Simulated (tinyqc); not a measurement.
Inside a calculation (part 1 of 2). Method: UKS/BLYP in the sto-6g basis, for BH, spin multiplicity 3. Computed by tinyqc, a small Python program that keeps every step (integrals from PySCF). Settings: charge = 0, multiplicity = 3, basis = sto-6g, energy threshold = 1e-08, iteration cap = 74, orthogonalisation = symmetric, start = core, DIIS depth = 0, method = UKS, functional = blyp, grid = [10, 86]. Command: `OMP_NUM_THREADS=1 python tinyqc.py 30607 30608 out.jsonl` (the two numbers bound the seeds that draw the settings). One thread of a shared host (Intel(R) Xeon(R) Processor @ 2.60GHz), about 3 s of CPU time with the checks. Later iterations appear only in the table of the cycle.

## One-electron integrals

Geometry (angstrom):

| atom | x | y | z |
|---|---|---|---|
| B | 0.000000 | 0.000000 | 0.000000 |
| H | 0.000000 | 0.000000 | 1.586000 |

Basis sto-6g: exponents (1/bohr^2) and contraction coefficients of normalised primitives:

| element | l (shell) | exponent | coefficient |
|---|---|---|---|
| B | s (1) | 506.011147 | 0.009164 |
| B | s (1) | 92.776814 | 0.049362 |
| B | s (1) | 25.955658 | 0.168538 |
| B | s (1) | 8.916445 | 0.370563 |
| B | s (1) | 3.462507 | 0.416492 |
| B | s (1) | 1.426054 | 0.130334 |
| B | s (2) | 23.194575 | -0.013253 |
| B | s (2) | 4.590810 | -0.046992 |
| B | s (2) | 1.426819 | -0.033785 |
| B | s (2) | 0.548948 | 0.250242 |
| B | s (2) | 0.238410 | 0.595117 |
| B | s (2) | 0.109280 | 0.240706 |
| B | p (3) | 23.194575 | 0.003760 |
| B | p (3) | 4.590810 | 0.037679 |
| B | p (3) | 1.426819 | 0.173897 |
| B | p (3) | 0.548948 | 0.418036 |
| B | p (3) | 0.238410 | 0.425859 |
| B | p (3) | 0.109280 | 0.101708 |
| H | s (1) | 35.523221 | 0.009164 |
| H | s (1) | 6.513144 | 0.049361 |
| H | s (1) | 1.822143 | 0.168538 |
| H | s (1) | 0.625955 | 0.370563 |
| H | s (1) | 0.243077 | 0.416492 |
| H | s (1) | 0.100112 | 0.130334 |

Overlap, kinetic and nuclear-attraction integrals over the contracted functions; the nuclear repulsion is the sum of Za Zb / Rab.

nuclear repulsion = 1.66827620 hartree

overlap S, lower triangle:
```
           1B 1s     1B 2s    1B 2px    1B 2py    1B 2pz     2H 1s
1B 1s   1.000000
1B 2s   0.264891  1.000000
1B 2px  0.000000  0.000000  1.000000
1B 2py  0.000000  0.000000  0.000000  1.000000
1B 2pz  0.000000  0.000000  0.000000  0.000000  1.000000
2H 1s   0.028131  0.295592  0.000000  0.000000  0.341842  1.000000
```

kinetic energy T (hartree), lower triangle:
```
            1B 1s     1B 2s    1B 2px    1B 2py    1B 2pz     2H 1s
1B 1s   10.947243
1B 2s   -0.333880  0.374498
1B 2px   0.000000  0.000000  1.125026
1B 2py   0.000000  0.000000  0.000000  1.125026
1B 2pz   0.000000  0.000000  0.000000  0.000000  1.125026
2H 1s   -0.008901  0.018048  0.000000  0.000000  0.085004  0.768522
```

nuclear attraction V (hartree), lower triangle:
```
             1B 1s      1B 2s     1B 2px     1B 2py     1B 2pz      2H 1s
1B 1s   -23.725376
1B 2s    -2.832572  -4.081383
1B 2px    0.000000   0.000000  -4.059076
1B 2py    0.000000   0.000000   0.000000  -4.059076
1B 2pz   -0.010998  -0.102817   0.000000   0.000000  -4.125480
2H 1s    -0.330604  -0.967855   0.000000   0.000000  -1.063174  -2.903186
```

core Hamiltonian H = T + V (hartree), lower triangle:
```
             1B 1s      1B 2s     1B 2px     1B 2py     1B 2pz      2H 1s
1B 1s   -12.778133
1B 2s    -3.166452  -3.706885
1B 2px    0.000000   0.000000  -2.934050
1B 2py    0.000000   0.000000   0.000000  -2.934050
1B 2pz   -0.010998  -0.102817   0.000000   0.000000  -3.000453
2H 1s    -0.339505  -0.949807   0.000000   0.000000  -0.978170  -2.134663
```

## Two-electron integrals

Functions are numbered as in S; the eight-fold symmetry (ij|kl) = (ji|kl) = (kl|ij) leaves the list below.

Two-electron integrals (ij|kl) in chemists' order, unique and non-zero (hartree):
```
(11|11) 2.924993   (21|11) 0.480756   (21|21) 0.099484   (22|11) 0.743449
(22|21) 0.188967   (22|22) 0.544922   (31|31) 0.021096   (32|31) 0.030854
(32|32) 0.120443   (33|11) 0.743450   (33|21) 0.188967   (33|22) 0.544922
(33|33) 0.587109   (41|41) 0.021096   (42|41) 0.030854   (42|42) 0.120443
(43|43) 0.031641   (44|11) 0.743450   (44|21) 0.188967   (44|22) 0.544922
(44|33) 0.523827   (44|44) 0.587109   (51|51) 0.021096   (52|51) 0.030854
(52|52) 0.120443   (53|53) 0.031641   (54|54) 0.031641   (55|11) 0.743450
(55|21) 0.188967   (55|22) 0.544922   (55|33) 0.523827   (55|44) 0.523827
(55|55) 0.587109   (61|11) 0.052515   (61|21) 0.010548   (61|22) 0.019936
(61|33) 0.019829   (61|44) 0.019829   (61|51) 0.000832   (61|52) 0.001607
(61|55) 0.020149   (61|61) 0.001160   (62|11) 0.153219   (62|21) 0.039782
(62|22) 0.129713   (62|33) 0.125814   (62|44) 0.125814   (62|51) 0.004605
(62|52) 0.029197   (62|55) 0.137511   (62|61) 0.004507   (62|62) 0.047057
(63|31) 0.003733   (63|32) 0.017931   (63|53) 0.005171   (63|63) 0.004507
(64|41) 0.003733   (64|42) 0.017931   (64|54) 0.005171   (64|64) 0.004507
(65|11) 0.156355   (65|21) 0.041091   (65|22) 0.140621   (65|33) 0.133496
(65|44) 0.133496   (65|51) 0.007691   (65|52) 0.046151   (65|55) 0.154871
(65|61) 0.004848   (65|62) 0.059273   (65|65) 0.077672   (66|11) 0.332613
(66|21) 0.088003   (66|22) 0.324509   (66|33) 0.307287   (66|44) 0.307287
(66|51) 0.010657   (66|52) 0.092517   (66|55) 0.358952   (66|61) 0.010096
(66|62) 0.161090   (66|65) 0.218617   (66|66) 0.774999
```

## Orthogonalisation

S = U s U^T; symmetric (Loewdin) form X = U s^(-1/2) U^T, so that X^T S X = 1.

eigenvalues of S: 0.519970  0.804449  1.000000  1.000000  1.174227  1.501353

X, lower triangle:
```
            1B 1s      1B 2s    1B 2px    1B 2py     1B 2pz     2H 1s
1B 1s    1.028567
1B 2s   -0.144087   1.069066
1B 2px   0.000000   0.000000  1.000000
1B 2py   0.000000   0.000000  0.000000  1.000000
1B 2pz  -0.006116   0.046254  0.000000  0.000000   1.051782
2H 1s    0.019606  -0.175339  0.000000  0.000000  -0.197293  1.091275
```

## Starting guess

The start is the orbitals of the core Hamiltonian; D(s) = C_occ C_occ^T for each spin.

D(alpha) at the start, lower triangle:
```
            1B 1s      1B 2s     1B 2px    1B 2py     1B 2pz     2H 1s
1B 1s    1.077623
1B 2s   -0.295179   1.119526
1B 2px   0.000000   0.000000   0.395704
1B 2py   0.000000   0.000000  -0.489001  0.604296
1B 2pz  -0.011483   0.049484   0.000000  0.000000   1.055544
2H 1s    0.024631  -0.080759   0.000000  0.000000  -0.092615  0.013365
```

D(beta) at the start, lower triangle:
```
            1B 1s      1B 2s    1B 2px    1B 2py     1B 2pz     2H 1s
1B 1s    1.063575
1B 2s   -0.237339   0.881383
1B 2px   0.000000   0.000000  0.000000
1B 2py   0.000000   0.000000  0.000000  0.000000
1B 2pz  -0.116852   0.483318  0.000000  0.000000   0.265211
2H 1s    0.029587  -0.101164  0.000000  0.000000  -0.055443  0.011617
```

## Iteration 1: exchange-correlation on the grid

Becke grid with 10 radial and 86 angular points per atom, points of zero weight dropped. rho = sum D_ij phi_i phi_j; V_xc,ij = sum w v_xc phi_i phi_j plus the gradient terms; v_xc is d(rho eps)/d rho(s) for spin s at fixed gradient.

The 8 grid points with the largest w rho, of 1715 (bohr, atomic units):

| x | y | z | w | rho(alpha) | rho(beta) | eps_xc | v_xc(alpha) |
|---|---|---|---|---|---|---|---|
| 0.992980 | -0.992980 | 0.992980 | 0.402085 | 0.056532 | 0.027430 | -0.389932 | -0.479409 |
| -0.992980 | 0.992980 | 0.992980 | 0.402085 | 0.056532 | 0.027430 | -0.389932 | -0.479409 |
| -0.325169 | 1.194214 | 1.194214 | 0.388460 | 0.053213 | 0.031075 | -0.388246 | -0.473467 |
| 0.325169 | -1.194214 | 1.194214 | 0.388460 | 0.053213 | 0.031075 | -0.388246 | -0.473467 |
| 1.194214 | -0.325169 | 1.194214 | 0.388460 | 0.049395 | 0.031075 | -0.382571 | -0.463272 |
| -1.194214 | 0.325169 | 1.194214 | 0.388460 | 0.049395 | 0.031075 | -0.382571 | -0.463272 |
| 0.635677 | -0.635677 | 1.466239 | 0.326879 | 0.055462 | 0.035742 | -0.397004 | -0.481836 |
| -0.635677 | 0.635677 | 1.466239 | 0.326879 | 0.055462 | 0.035742 | -0.397004 | -0.481836 |

electrons on the grid, sum of w rho = 6.005851

E_xc = sum of w rho eps_xc = -4.64749728 hartree

V_xc(alpha) (hartree), lower triangle:
```
            1B 1s      1B 2s     1B 2px     1B 2py     1B 2pz      2H 1s
1B 1s   -1.935293
1B 2s   -0.274024  -0.498382
1B 2px   0.000000   0.000000  -0.474709
1B 2py   0.000000   0.000000   0.039579  -0.491650
1B 2pz  -0.002137  -0.010305   0.000000   0.000000  -0.525529
2H 1s   -0.031465  -0.106464   0.000000   0.000000  -0.111797  -0.195828
```

V_xc(beta) (hartree), lower triangle:
```
            1B 1s      1B 2s     1B 2px     1B 2py     1B 2pz      2H 1s
1B 1s   -1.914929
1B 2s   -0.257868  -0.395706
1B 2px   0.000000   0.000000  -0.393302
1B 2py   0.000000   0.000000   0.005322  -0.395586
1B 2pz  -0.009735  -0.081232   0.000000   0.000000  -0.395860
2H 1s   -0.030238  -0.097714   0.000000   0.000000  -0.108637  -0.212242
```

## Iteration 1: building the Kohn-Sham matrix

J_ij = sum D_kl (ij|kl) with D = D(alpha) + D(beta); F = H + J + V_xc; E = tr D H + tr D J / 2 + E_xc + E_nn.

Coulomb J (hartree), lower triangle:
```
           1B 1s     1B 2s     1B 2px    1B 2py    1B 2pz     2H 1s
1B 1s   8.875864
1B 2s   1.716791  3.667019
1B 2px  0.000000  0.000000   3.646191
1B 2py  0.000000  0.000000  -0.030945  3.659391
1B 2pz  0.023867  0.098621   0.000000  0.000000  3.695469
2H 1s   0.186345  0.852450   0.000000  0.000000  0.919061  2.042110
```

F(alpha) (hartree), lower triangle:
```
            1B 1s      1B 2s    1B 2px    1B 2py     1B 2pz      2H 1s
1B 1s   -5.837562
1B 2s   -1.723685  -0.538249
1B 2px   0.000000   0.000000  0.237432
1B 2py   0.000000   0.000000  0.008634  0.233691
1B 2pz   0.010732  -0.014501  0.000000  0.000000   0.169487
2H 1s   -0.184625  -0.203822  0.000000  0.000000  -0.170907  -0.288382
```

F(beta) (hartree), lower triangle:
```
            1B 1s      1B 2s     1B 2px    1B 2py     1B 2pz      2H 1s
1B 1s   -5.817198
1B 2s   -1.707529  -0.435573
1B 2px   0.000000   0.000000   0.318839
1B 2py   0.000000   0.000000  -0.025623  0.329755
1B 2pz   0.003134  -0.085427   0.000000  0.000000   0.299156
2H 1s   -0.183398  -0.195071   0.000000  0.000000  -0.167747  -0.304795
```

total energy of this density = -24.50953539 hartree

## Iteration 1: diagonalisation and new density

Diagonalise F' = X^T F X, C = X C', fill 4 alpha and 2 beta electrons from the bottom; D(s) = C_occ C_occ^T. Each column has its largest component positive (the first on a tie).

F' = X^T F X (alpha) (hartree), lower triangle:
```
           1          2         3         4          5          6
1  -5.682631
2  -0.957389  -0.145556
3   0.000000   0.000000  0.237432
4   0.000000   0.000000  0.008634  0.233691
5  -0.001598   0.043576  0.000000  0.000000   0.248529
6   0.003088  -0.134095  0.000000  0.000000  -0.186596  -0.201166
```

orbital energies (alpha) (hartree): MO1 -5.843564, MO2 -0.307498, MO3 0.030222, MO4 0.226727, MO5 0.244396, MO6 0.340016

coefficients C (alpha):
```
              MO1        MO2        MO3        MO4       MO5        MO6
1B 1s    0.990512  -0.091091  -0.283961   0.000000  0.000000  -0.095327
1B 2s    0.034509   0.214334   0.995459   0.000000  0.000000   0.398095
1B 2px   0.000000   0.000000   0.000000  -0.627808  0.778368   0.000000
1B 2py   0.000000   0.000000   0.000000   0.778368  0.627808   0.000000
1B 2pz   0.000105   0.128594  -0.301341   0.000000  0.000000   1.019806
2H 1s   -0.005890   0.870206  -0.328015   0.000000  0.000000  -0.629323
```

F' = X^T F X (beta) (hartree), lower triangle:
```
           1          2          3         4          5          6
1  -5.663775
2  -0.957349  -0.043172
3   0.000000   0.000000   0.318839
4   0.000000   0.000000  -0.025623  0.329755
5   0.000227  -0.027043   0.000000  0.000000   0.383276
6   0.002328  -0.124833   0.000000  0.000000  -0.192729  -0.222117
```

orbital energies (beta) (hartree): MO1 -5.822427, MO2 -0.315131, MO3 0.152082, MO4 0.298100, MO5 0.350494, MO6 0.439687

coefficients C (beta):
```
              MO1        MO2        MO3       MO4        MO5        MO6
1B 1s    0.991222  -0.073952  -0.301209  0.000000   0.000000  -0.020400
1B 2s    0.032105   0.153530   1.075209  0.000000   0.000000   0.125982
1B 2px   0.000000   0.000000   0.000000  0.777280  -0.629154   0.000000
1B 2py   0.000000   0.000000   0.000000  0.629154   0.777280   0.000000
1B 2pz   0.001703   0.110121  -0.016372  0.000000   0.000000   1.065340
2H 1s   -0.005920   0.904651  -0.433268  0.000000   0.000000  -0.504763
```

D(alpha) after iteration 1, lower triangle:
```
            1B 1s      1B 2s     1B 2px    1B 2py    1B 2pz     2H 1s
1B 1s    1.070046
1B 2s   -0.268014   1.038068
1B 2px   0.000000   0.000000   0.394143
1B 2py   0.000000   0.000000  -0.488666  0.605857
1B 2pz   0.073959  -0.272407   0.000000  0.000000  0.107343
2H 1s    0.008041  -0.140213   0.000000  0.000000  0.210747  0.864887
```

D(beta) after iteration 1, lower triangle:
```
            1B 1s     1B 2s    1B 2px    1B 2py    1B 2pz     2H 1s
1B 1s    0.987990
1B 2s    0.020470  0.024602
1B 2px   0.000000  0.000000  0.000000
1B 2py   0.000000  0.000000  0.000000  0.000000
1B 2pz  -0.006455  0.016962  0.000000  0.000000  0.012130
2H 1s   -0.072768  0.138701  0.000000  0.000000  0.099611  0.818428
```

## Iteration 2: exchange-correlation on the grid

As before.

The 8 grid points with the largest w rho, of 1715 (bohr, atomic units):

| x | y | z | w | rho(alpha) | rho(beta) | eps_xc | v_xc(alpha) |
|---|---|---|---|---|---|---|---|
| 1.194214 | -1.194214 | -0.325169 | 0.408314 | 0.055466 | 0.000452 | -0.382966 | -0.446912 |
| -1.194214 | 1.194214 | -0.325169 | 0.408314 | 0.055466 | 0.000452 | -0.382966 | -0.446912 |
| 1.194214 | -1.194214 | 0.325169 | 0.407957 | 0.050878 | 0.001332 | -0.373253 | -0.433339 |
| -1.194214 | 1.194214 | 0.325169 | 0.407957 | 0.050878 | 0.001332 | -0.373253 | -0.433339 |
| -0.643658 | 1.594909 | 0.000000 | 0.406054 | 0.051394 | 0.000790 | -0.374778 | -0.434665 |
| 0.643658 | -1.594909 | 0.000000 | 0.406054 | 0.051394 | 0.000790 | -0.374778 | -0.434665 |
| 0.992980 | -0.992980 | -0.992980 | 0.410639 | 0.049708 | 0.000103 | -0.371914 | -0.429221 |
| -0.992980 | 0.992980 | -0.992980 | 0.410639 | 0.049708 | 0.000103 | -0.371914 | -0.429221 |

electrons on the grid, sum of w rho = 5.991701

E_xc = sum of w rho eps_xc = -4.50044764 hartree

V_xc(alpha) (hartree), lower triangle:
```
            1B 1s      1B 2s     1B 2px     1B 2py     1B 2pz      2H 1s
1B 1s   -1.919391
1B 2s   -0.260996  -0.442890
1B 2px   0.000000   0.000000  -0.435361
1B 2py   0.000000   0.000000   0.046907  -0.455986
1B 2pz   0.004581   0.019862   0.000000   0.000000  -0.434461
2H 1s   -0.029335  -0.119645   0.000000   0.000000  -0.140557  -0.507869
```

V_xc(beta) (hartree), lower triangle:
```
            1B 1s      1B 2s     1B 2px     1B 2py     1B 2pz      2H 1s
1B 1s   -1.886919
1B 2s   -0.246626  -0.310390
1B 2px   0.000000   0.000000  -0.300522
1B 2py   0.000000   0.000000   0.002224  -0.301515
1B 2pz  -0.000064  -0.035589   0.000000   0.000000  -0.327458
2H 1s   -0.028170  -0.108933   0.000000   0.000000  -0.139012  -0.503569
```

## Iteration 2: building the Kohn-Sham matrix

As before.

Coulomb J (hartree), lower triangle:
```
           1B 1s     1B 2s     1B 2px    1B 2py    1B 2pz     2H 1s
1B 1s   8.053721
1B 2s   1.524669  3.256151
1B 2px  0.000000  0.000000   3.224091
1B 2py  0.000000  0.000000  -0.030924  3.237489
1B 2pz  0.009677  0.126718   0.000000  0.000000  3.306869
2H 1s   0.165410  0.868656   0.000000  0.000000  0.995740  2.728623
```

F(alpha) (hartree), lower triangle:
```
            1B 1s      1B 2s     1B 2px     1B 2py     1B 2pz     2H 1s
1B 1s   -6.643803
1B 2s   -1.902778  -0.893624
1B 2px   0.000000   0.000000  -0.145319
1B 2py   0.000000   0.000000   0.015984  -0.152546
1B 2pz   0.003260   0.043763   0.000000   0.000000  -0.128045
2H 1s   -0.203431  -0.200796   0.000000   0.000000  -0.122986  0.086091
```

F(beta) (hartree), lower triangle:
```
            1B 1s      1B 2s     1B 2px    1B 2py     1B 2pz     2H 1s
1B 1s   -6.611331
1B 2s   -1.888408  -0.761124
1B 2px   0.000000   0.000000  -0.010480
1B 2py   0.000000   0.000000  -0.028699  0.001924
1B 2pz  -0.001385  -0.011689   0.000000  0.000000  -0.021042
2H 1s   -0.202265  -0.190084   0.000000  0.000000  -0.121441  0.090391
```

total energy of this density = -24.86595308 hartree

## Iteration 2: diagonalisation and new density

As before.

F' = X^T F X (alpha) (hartree), lower triangle:
```
           1          2          3          4          5         6
1  -6.490345
2  -0.982465  -0.499404
3   0.000000   0.000000  -0.145319
4   0.000000   0.000000   0.015984  -0.152546
5  -0.014347   0.082417   0.000000   0.000000  -0.080950
6  -0.000562  -0.144677   0.000000   0.000000  -0.156972  0.204692
```

orbital energies (alpha) (hartree): MO1 -6.647427, MO2 -0.384917, MO3 -0.165319, MO4 -0.148962, MO5 -0.132545, MO6 0.315299

coefficients C (alpha):
```
              MO1        MO2        MO3        MO4       MO5        MO6
1B 1s    0.992980  -0.290576   0.000000  -0.020957  0.000000   0.090834
1B 2s    0.025910   1.002188   0.000000   0.044880  0.000000  -0.435295
1B 2px   0.000000   0.000000  -0.624292   0.000000  0.781191   0.000000
1B 2py   0.000000   0.000000   0.781191   0.000000  0.624292   0.000000
1B 2pz   0.000859  -0.169376   0.000000   0.865800  0.000000  -0.607494
2H 1s   -0.004640   0.069421   0.000000   0.277613  0.000000   1.085829
```

F' = X^T F X (beta) (hartree), lower triangle:
```
           1          2          3         4          5         6
1  -6.457548
2  -0.990842  -0.360765
3   0.000000   0.000000  -0.010480
4   0.000000   0.000000  -0.028699  0.001924
5  -0.011938   0.029787   0.000000  0.000000   0.031696
6  -0.000092  -0.145962   0.000000  0.000000  -0.167788  0.209451
```

orbital energies (beta) (hartree): MO1 -6.614622, MO2 -0.250936, MO3 -0.057895, MO4 -0.033640, MO5 0.025084, MO6 0.346288

coefficients C (beta):
```
              MO1        MO2        MO3       MO4        MO5        MO6
1B 1s    0.993379  -0.280665   0.070769  0.000000   0.000000   0.092469
1B 2s    0.024518   0.961145  -0.283691  0.000000   0.000000  -0.437797
1B 2px   0.000000   0.000000   0.000000  0.778216  -0.627997   0.000000
1B 2py   0.000000   0.000000   0.000000  0.627997   0.778216   0.000000
1B 2pz   0.001750   0.074108   0.826198  0.000000   0.000000  -0.677679
2H 1s   -0.004615   0.173617   0.331197  0.000000   0.000000   1.058810
```

D(alpha) after iteration 2, lower triangle:
```
            1B 1s      1B 2s     1B 2px    1B 2py    1B 2pz     2H 1s
1B 1s    1.070882
1B 2s   -0.266424   1.007066
1B 2px   0.000000   0.000000   0.389740
1B 2py   0.000000   0.000000  -0.487691  0.610260
1B 2pz   0.031925  -0.130866   0.000000  0.000000  0.778298
2H 1s   -0.030597   0.081912   0.000000  0.000000  0.228595  0.081910
```

D(beta) after iteration 2, lower triangle:
```
            1B 1s     1B 2s    1B 2px    1B 2py    1B 2pz     2H 1s
1B 1s    1.065574
1B 2s   -0.245404  0.924401
1B 2px   0.000000  0.000000  0.000000
1B 2py   0.000000  0.000000  0.000000  0.000000
1B 2pz  -0.019062  0.071272  0.000000  0.000000  0.005495
2H 1s   -0.053312  0.166758  0.000000  0.000000  0.012858  0.030164
```
